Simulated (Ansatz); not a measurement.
The input, for Ansatz 0.2.0:

```yaml
crystal:
  periodic: [false, false, false]
  atoms:
    - {symbol: S, position_ang: [0.000000, -0.035586, 0.000000]}
    - {symbol: H, position_ang: [0.000000, 1.199414, 0.000000]}
    - {symbol: H, position_ang: [0.000000, -0.033675, 1.520127]}
    - {symbol: H, position_ang: [0.000000, -0.033675, -1.520127]}
basis:
  gaussian: {orbitals: 6-31G}
total_charge: 1
magnetization: {spin_polarized: true, initial_magnetization: 2}
hamiltonian: {xc: {name: revPBE}}
```

```sh
$ ansatz run in.yaml --threads 1 --pin off --events-out ev --progress --plain --max-ram 2393MiB
```

(1) Roughly how long does this take on 1 thread of Intel Xeon 6975P-C, shared host, and how much host memory?

```
236 factors; integrals over basis functions are off by at most 3.1e-4 eV
mean field evaluation 1: about -10866.0277 eV, gradient 1.0e1 eV
mean field evaluation 2: about -10866.1737 eV, gradient 9.8e0 eV
mean field evaluation 4: about -10866.8120 eV, gradient 1.4e-1 eV
mean field evaluation 8: about -10866.8048 eV, gradient 2.5e-4 eV
mean field -10866.80479774 eV, -399.3477105322 hartree, gradient 4.5e-5 eV, S^2 2.005178; 0 other end points of the search recorded, 0 dependent functions left out
reference -10866.80482710 eV, -399.3477116110 hartree; 10, 8 occupied and 9, 11 virtual orbitals, 236 factors
Total energy: -10866.80482710 eV, -399.3477116110 hartree
```

Answers

(1) 0.24 s wall and 0.13 GiB.
